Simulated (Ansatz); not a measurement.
# LiMgF (SMILES [Li][Mg][F]): one structure at several levels

An exercise on one series of results from a longer session: the logs are not shown, and one member is left open.

Computed with Ansatz 0.2.0, Gaussian basis. Level: single points in def2-TZVPP.

Cores are frozen in the correlated methods. The outer core shell of Li, Na, Mg and K is correlated.

### The system as given

SMILES `[Li][Mg][F]`, 3 atoms, charge 0, spin multiplicity 1.

Atoms are counted from 1 here; the program's logs count them from 0.

Bond lengths: Mg2–F3 1.733 Å.

Coordinates:

```xyz
3
charge 0, multiplicity 1
Li   -2.24575    1.20938   -1.10313
Mg    0.24626   -0.27977    0.11031
F     1.75993   -0.60627    0.88920
```

Set-up of the first run:

The input, run/in.yaml:

```yaml
crystal:
  periodic: [false, false, false]
  atoms:
    - {symbol: Li, position_ang: [-2.245752, 1.209382, -1.103130]}
    - {symbol: Mg, position_ang: [0.246259, -0.279771, 0.110312]}
    - {symbol: F, position_ang: [1.759933, -0.606268, 0.889198]}
basis:
  gaussian: {orbitals: def2-TZVPP}
hamiltonian: {xc: pbe, dispersion: d4}
output: {forces: true}
```

The run is started by

```console
> ansatz run in.yaml --threads 2 --pin off --events-out ev --progress --plain --max-ram 3481MiB
```

Among the steps run: PBE-D4/def2-TZVPP; r2SCAN-D4/def2-TZVPP; PBE0-D4/def2-TZVPP; wB97M-V/def2-TZVPP; CCSD(T)/def2-TZVPP.

One table of the session follows, with a row left open; its other results are not shown here.

```
   method  RMS force component (eV/Å)  angle to CCSD(T) forces (°)  dipole (D)
   PBE-D4                       0.705                          9.7        7.86
r2SCAN-D4                           ?                            ?           ?
  PBE0-D4                       0.567                          3.0        8.13
  wB97M-V                       0.703                          1.2        8.35
  CCSD(T)                       0.621                    reference        8.27
```

**Question.** Estimate the row for r2SCAN-D4.

The run gave: RMS force component (eV/Å): 0.600; angle to CCSD(T) forces (°): 2.0; dipole (D): 8.19. In the column «RMS force component (eV/Å)» it lies between PBE0-D4 (0.567) and CCSD(T) (0.621).
